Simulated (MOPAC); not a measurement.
MOPAC input (PM7):

```
PM7 PRECISE GNORM=0.05 LET XYZ UHF MS=0.5 GEO-OK AUX(PRECISION=9) THREADS=1
C4H3S

S    -0.00038430 1    0.06460608 1    1.20995392 1
C    -0.01176275 1    1.24412037 1   -0.01506326 1
C     0.01116422 1   -1.18106965 1    0.00141441 1
C    -0.00756658 1    0.77512242 1   -1.28174505 1
C     0.00599658 1   -0.65931411 1   -1.25883384 1
H     0.02101523 1   -2.21737551 1    0.29765714 1
H    -0.01341843 1    1.37646877 1   -2.17796095 1
H     0.01156330 1   -1.26594470 1   -2.15359243 1
```

Output:

```
 *******************************************************************************
 **                                                                           **
 **                              MOPAC v23.2.5                                **
 **                                                                           **
 *******************************************************************************
 ** MOPAC's Digital Object Identifier: https://doi.org/10.5281/zenodo.6511958 **
 **                                                                           **
 ** Please cite the open-source release paper for use of this MOPAC version:  **
 ** J. E. Moussa and J. J. P. Stewart (2026)                                  **
 ** MOPAC: An open-source semiempirical molecular orbital program             **
 ** J. Open Source Softw., 11(119), 8025, https://doi.org/10.21105/joss.08025 **
 *******************************************************************************

                              PM7 CALCULATION RESULTS

 *******************************************************************************
 *  PM7        - The PM7 Hamiltonian to be used
 *  GEO-OK     - OVERRIDE INTERATOMIC DISTANCE AND OTHER SAFETY CHECKS
 *  UHF        - UNRESTRICTED HARTREE-FOCK CALCULATION
 *  MS=        - IN MECI, MAGNETIC COMPONENT OF SPIN =  0.5
 *  LET        - OVERRIDE SOME SAFETY CHECKS
 *  PRECISE    - TIGHTER CRITERIA TO BE USED
 *  XYZ        - CARTESIAN COORDINATE SYSTEM TO BE USED
 *  GNORM      - EXIT WHEN GRADIENT NORM DROPS BELOW 0.050
 *  AUX        - OUTPUT AUXILIARY INFORMATION
 *******************************************************************************
PM7 PRECISE GNORM=0.05 LET XYZ UHF MS=0.5 GEO-OK AUX(PRECISION=9) THREADS=1
 C4H3S

   ATOM   CHEMICAL          X               Y               Z
  NUMBER   SYMBOL      (ANGSTROMS)     (ANGSTROMS)     (ANGSTROMS)

     1       S         -0.00038430  *   0.06460608  *   1.20995392  *
     2       C         -0.01176275  *   1.24412037  *  -0.01506326  *
     3       C          0.01116422  *  -1.18106965  *   0.00141441  *
     4       C         -0.00756658  *   0.77512242  *  -1.28174505  *
     5       C          0.00599658  *  -0.65931411  *  -1.25883384  *
     6       H          0.02101523  *  -2.21737551  *   0.29765714  *
     7       H         -0.01341843  *   1.37646877  *  -2.17796095  *
     8       H          0.01156330  *  -1.26594470  *  -2.15359243  *

          CARTESIAN COORDINATES

    NO.       ATOM           X           Y           Z

     1         S         -0.0004      0.0646      1.2100
     2         C         -0.0118      1.2441     -0.0151
     3         C          0.0112     -1.1811      0.0014
     4         C         -0.0076      0.7751     -1.2817
     5         C          0.0060     -0.6593     -1.2588
     6         H          0.0210     -2.2174      0.2977
     7         H         -0.0134      1.3765     -2.1780
     8         H          0.0116     -1.2659     -2.1536

 General Reference for PM7:
 "Optimization of Parameters for Semiempirical Methods VI: More Modifications to the
 NDDO Approximations and Re-optimization of Parameters", J. J. P. Stewart, J. Mol. Mod., 1:32, 19 (2013)
 https://link.springer.com/article/10.1007/s00894-012-1667-x

           Empirical Formula: C4 H3 S  =     8 atoms

      MOLECULAR POINT GROUP   :   Cs

          UHF CALCULATION, NO. OF ALPHA ELECTRONS =   13
                           NO. OF BETA  ELECTRONS =   12

          Geometry optimization using EF

          DIAGONAL MATRIX USED AS START HESSIAN

 CYCLE:     1  GRAD.:    39.897 HEAT:  88.81849
 CYCLE:     2  GRAD.:   372.390 HEAT:  116.7542
 CYCLE:     3  GRAD.:   347.681 HEAT:  122.2226
 CYCLE:     4  GRAD.:   264.793 HEAT:  95.52389
 CYCLE:     5  GRAD.:   564.281 HEAT:  137.3673
 CYCLE:     6  GRAD.:   606.202 HEAT:  183.9766
 CYCLE:     7  GRAD.:   263.870 HEAT:  114.5797
 CYCLE:     8  GRAD.:   501.515 HEAT:  133.1774
 CYCLE:     9  GRAD.:   451.101 HEAT:  129.9535
 CYCLE:    10  GRAD.:   331.829 HEAT:  126.8696
 CYCLE:    11  GRAD.:   294.813 HEAT:  125.3120
 CYCLE:    12  GRAD.:   148.767 HEAT:  103.1759
 CYCLE:    13  GRAD.:   159.523 HEAT:  96.83931
 CYCLE:    14  GRAD.:   181.444 HEAT:  100.7644
 CYCLE:    15  GRAD.:   109.390 HEAT:  92.26270
 CYCLE:    16  GRAD.:   175.128 HEAT:  95.26940
 CYCLE:    17  GRAD.:    59.488 HEAT:  89.75676
 CYCLE:    18  GRAD.:    51.461 HEAT:  89.06627
 CYCLE:    19  GRAD.:     8.854 HEAT:  87.96798
 CYCLE:    20  GRAD.:     4.474 HEAT:  87.95077
 CYCLE:    21  GRAD.:     0.489 HEAT:  87.94266
 CYCLE:    22  GRAD.:     0.245 HEAT:  87.94256
 CYCLE:    23  GRAD.:     0.055 HEAT:  87.94251
 CYCLE:    24  GRAD.:     0.018 HEAT:  87.94251

     GRADIENT =  0.01842 IS LESS THAN CUTOFF =  0.05000

 -------------------------------------------------------------------------------
 PM7 PRECISE GNORM=0.05 LET XYZ UHF MS=0.5 GEO-OK AUX(PRECISION=9) THREADS=1
 C4H3S

     GEOMETRY OPTIMISED USING EIGENVECTOR FOLLOWING (EF).
     SCF FIELD WAS ACHIEVED

                              PM7 CALCULATION
                                                       MOPAC v23.2.5 Linux

          FINAL HEAT OF FORMATION =         87.94251 KCAL/MOL =     367.95146 KJ/MOL

          COSMO AREA              =        111.61 SQUARE ANGSTROMS
          COSMO VOLUME            =        100.43 CUBIC ANGSTROMS

          GRADIENT NORM           =          0.01842          =       0.00651 PER ATOM
          IONIZATION POTENTIAL    =          9.233226 EV
          ALPHA SOMO LUMO (EV)    =         -9.233 -0.608
          BETA  SOMO LUMO (EV)    =         -9.321 -0.927
          NO. OF ALPHA ELECTRONS  =         13
          NO. OF BETA  ELECTRONS  =         12
          MOLECULAR WEIGHT        =         83.1277         POINT GROUP:  Cs

          MOLECULAR DIMENSIONS (Angstroms)

            Atom       Atom       Distance
            H     7    H     6     4.36029
            H     8    S     1     3.55050
            C     4    C     5     0.00001

          SCF CALCULATIONS        =         25

   ATOM   CHEMICAL          X               Y               Z
  NUMBER   SYMBOL      (ANGSTROMS)     (ANGSTROMS)     (ANGSTROMS)

     1       S         -0.00049625  *   0.07672150  *   1.22865519  *
     2       C         -0.01146023  *   1.21191620  *  -0.01514577  *
     3       C          0.01126515  *  -1.19146585  *  -0.00405537  *
     4       C         -0.00773010  *   0.79274631  *  -1.28589903  *
     5       C          0.00599779  *  -0.65995891  *  -1.26108989  *
     6       H          0.02111770  *  -2.22881290  *   0.26829163  *
     7       H         -0.01338797  *   1.37291554  *  -2.18904381  *
     8       H          0.01122931  *  -1.23083736  *  -2.17732284  *

                             CARTESIAN COORDINATES

   1    S       -0.000496249     0.076721498     1.228655186
   2    C       -0.011460228     1.211916195    -0.015145767
   3    C        0.011265153    -1.191465853    -0.004055369
   4    C       -0.007730103     0.792746313    -1.285899034
   5    C        0.005997789    -0.659958909    -1.261089888
   6    H        0.021117701    -2.228812903     0.268291625
   7    H       -0.013387970     1.372915537    -2.189043811
   8    H        0.011229313    -1.230837356    -2.177322841

           Empirical Formula: C4 H3 S  =     8 atoms

      MOLECULAR POINT GROUP   :   Cs

          ALPHA EIGENVALUES
 -31.45112 -25.14875 -24.26228 -19.10975 -18.10350 -16.66391 -14.03268 -13.50413
 -13.18365 -11.52969 -10.67602 -10.05337  -9.23323  -0.60820  -0.46365   0.13381
   0.37385   0.51359   0.94742   1.44281   1.94866   2.44698   4.15337   4.83974
   5.39965   5.65999   5.85272   6.04512

           BETA EIGENVALUES
 -31.38629 -25.09117 -24.08075 -19.00989 -17.97994 -16.02521 -13.97603 -13.39001
 -13.01268 -11.45417  -9.85782  -9.32121  -0.92697  -0.34310  -0.23893   0.25656
   0.38221   0.74059   0.99450   1.58366   2.07049   2.63630   4.27370   4.88000
   5.46522   5.68010   5.86154   6.04321

              NET ATOMIC CHARGES AND DIPOLE CONTRIBUTIONS

  ATOM NO.   TYPE          CHARGE      No. of ELECS.   s-Pop       p-Pop       d-Pop
    1          S           0.213114        5.7869     1.87294     3.76569     0.14825
    2          C          -0.043145        4.0431     1.24356     2.79958
    3          C          -0.303253        4.3033     1.11209     3.19117
    4          C          -0.263858        4.2639     1.08206     3.18180
    5          C          -0.126228        4.1262     1.08665     3.03958
    6          H           0.176270        0.8237     0.82373
    7          H           0.181675        0.8183     0.81832
    8          H           0.165426        0.8346     0.83457
 DIPOLE           X         Y         Z       TOTAL
 POINT-CHG.     0.007    -0.709     0.248     0.751
 HYBRID         0.001    -0.128    -0.665     0.677
 SUM            0.008    -0.836    -0.417     0.934

          ATOMIC ORBITAL ELECTRON POPULATIONS

     Atom    s        px        py        pz      x^2-y^2     xz        z^2       yz        xy
    1  S   1.87294   1.73175   0.88257   1.15137   0.02746   0.00450   0.01203   0.07557   0.02869
    2  C   1.24356   0.97853   0.85577   0.96528
    3  C   1.11209   1.13416   1.06952   0.98749
    4  C   1.08206   1.11691   1.00534   1.05955
    5  C   1.08665   1.00535   0.98658   1.04764
    6  H   0.82373
    7  H   0.81832
    8  H   0.83457

                    (SZ)    =    0.500000
                    (S**2)  =    0.789688

          ATOMIC ORBITAL SPIN POPULATIONS

    Atom   Total    s     px     py     pz   x^2-y^2  xz     z^2    yz     xy
         Atomic
    1  S  0.0128  0.002 -0.010 -0.015  0.005  0.003  0.000  0.008  0.018  0.001
    2  C  1.0661  0.150  0.158  0.690  0.069
    3  C -0.0663  0.005 -0.093  0.014  0.007
    4  C -0.1605 -0.005 -0.134 -0.012 -0.009
    5  C  0.1364  0.016  0.077  0.039  0.005
    6  H  0.0035  0.003
    7  H  0.0100  0.010
    8  H -0.0019 -0.002

 **********************
 *                    *
 * JOB ENDED NORMALLY *
 *                    *
 **********************

 == MOPAC DONE ==
```
